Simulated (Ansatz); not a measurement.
## Isomers of C3H8S2

2 of its isomers, all singlets with charge 0: A = methyl ethyl disulfide `CCSSC`; B = 1,3-propanedithiol `SCCCS`.

Shapes, held fixed at every level: PBE0-D4/def2-TZVP. Flexible molecules stand in one conformer, not always the lowest. Programs: Ansatz 0.2.0.

Electronic energies in kJ/mol, without zero-point or thermal terms.

(1) Which isomer should be the most stable, and roughly by how much?

## Answers

(1) A < B in rising energy, over a span of 26 kJ/mol, by CCSD(T)/CBS estimate. HF/def2-SVP (by under 2 kJ/mol), CCSD(T)/def2-SVP, CCSD/def2-SVP put B lowest. The B − A difference spans -6.6 to +31.7 kJ/mol over the levels. The CBS estimate extrapolates MP2 from def2-TZVPP and def2-QZVPP and adds CCSD(T) − MP2 in the triple-zeta set, cores frozen.

```tsv
level	kind	B − A
HF/def2-SVP	Hartree–Fock	-0.6
SPW92/def2-TZVPP	LDA	+31.7
wB97M-V/def2-TZVPP	range-separated hybrid	+27.6
B2PLYP/def2-TZVPP	double hybrid	+30.6
MP2/def2-TZVPP	perturbation theory	+23.6
CCSD(T)/def2-SVP	coupled cluster or CI	-5.0
CCSD/def2-SVP	coupled cluster or CI	-6.6
CCSD(T)/CBS estimate	coupled cluster or CI	+26.5
```
